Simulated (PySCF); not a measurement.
Work out the structure from these simulated measurements.

Formula: F3H2P.

- Rotational structure: rotational constants A, B, C: 11.717, 4.843, 3.581 GHz [PBE0-D3(BJ)/def2-SVP]
- UV, first state: lowest singlet excitation: 8.28 eV (150 nm, f = 0.012) [TDDFT CAM-B3LYP/def2-SVPD]
- Dipole: 1.52 D [CAM-B3LYP/def2-SVPD]
- Polarisability: 27.5 au [CAM-B3LYP/def2-SVPD]
- Triplet: lowest triplet excitation (Tamm–Dancoff): 7.76 eV [TDA CAM-B3LYP/def2-SVPD]
- XPS: P2p3/2 141.5, F1s 692.7 (×2), F1s 694.0, P1s 2155.9 eV [ΔSCF SCAN, pcX-2 on the ionised atom, pcseg-1 elsewhere, spin-free X2C, 2p3/2 from a spin–orbit splitting computed afterwards within the 2p shell]

Electronic properties: PySCF, gas phase, density fitting. Levels stand in brackets. Isolated species at its PBE0-D3(BJ)/def2-SVP geometry, gas phase.

Problem. Give a SMILES that accounts for the data.

Solution. Numbering: `[H][P:2]([H])([F:1])([F:3])[F:4]`. The core levels belong to: P2p3/2 141.5 eV, phosphorus bonded to 3 F and 2 H [P2]; F1s 692.7 eV, phosphorus-bound fluorine [F3/F4]; F1s 694.0 eV, phosphorus-bound fluorine [F1]; P1s 2155.9 eV, phosphorus bonded to 3 F and 2 H [P2]. The optimised geometry has point group C2v and is an asymmetric top. Structure: `F[PH2](F)F`. The assignments are read from this structure; whether some other isomer fits the data as well wasn't checked.
